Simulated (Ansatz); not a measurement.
A made-up structure of BSiNH$_{3}$, doublet:

B1  (-0.892, -1.358, -0.436)
N2  (-0.301, -0.306, -0.108)
Si3  (0.338, 1.201, 0.340)
H4  (-1.441, -2.347, -0.744)
H5  (-0.589, -0.453, 0.860)
H6  (1.030, 1.104, 1.655)
(Å)

It is relaxed with PBE-D4/def2-SVP and then PBE0-D4/def2-TZVP (Ansatz 0.2.0). Atoms count as bonded within 1.22 times the sum of their covalent radii (H–H: 0.88 Å). The end point is not checked to be a true minimum.

Problem. Does its bonding change? (A judgement: the text doesn't fix the answer.)

Solution. By the calculation: No: no bond forms or breaks.

Where it ends: The first stage lowers the energy by 1.64 eV in 23 steps. It ends as BSiNH₃ ([BH][NH][SiH]):
```xyz
6
angstrom
B -1.0406 -1.5741 -0.1983
N -0.4170 -0.5872 0.5741
Si 0.3346 0.8144 -0.1648
H -1.1068 -1.5381 -1.3926
H -0.4087 -0.7002 1.5798
H 0.7834 1.4264 1.1701
```

Labels in which every atom is bracketed show which atoms are joined, not bond orders.

For scale, one of the runs: PBE0-D4/def2-TZVP relaxation, 117 basis functions, launched by `ansatz run in.yaml --threads 2 --pin off --events-out ev --progress --plain --max-ram 4352MiB`. Hardware: 2 CPU threads of an Arm Neoverse V1, shared host. Wall time about 32 s.
